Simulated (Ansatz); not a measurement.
## How the lattice parameter a of Os (model structure, started from the omega type, P6/mmm, No. 191, 3 atoms in the cell) moves with the method

No measured value is used here.

```tsv
level (code)	value (Å)
PBE (Ansatz)	4.322
PBEsol (Ansatz)	4.284
PBE-D3(BJ) (Ansatz)	___
```

**Question.** Some entries are withheld; supply them.

**Answer.** 
- PBE-D3(BJ) (Ansatz, a quantum-chemistry and plane-wave program), value (Å): 4.298

Density-functional levels without +SOC have no spin–orbit coupling. Ansatz's density-functional and Hartree–Fock values are scalar-relativistic unless marked +SOC, with PAW data made under PBE.

A model structure was made by putting elements into a prototype or built by hand; it is no filed structure, need not be a known phase, and can be a saddle point held by its symmetry.
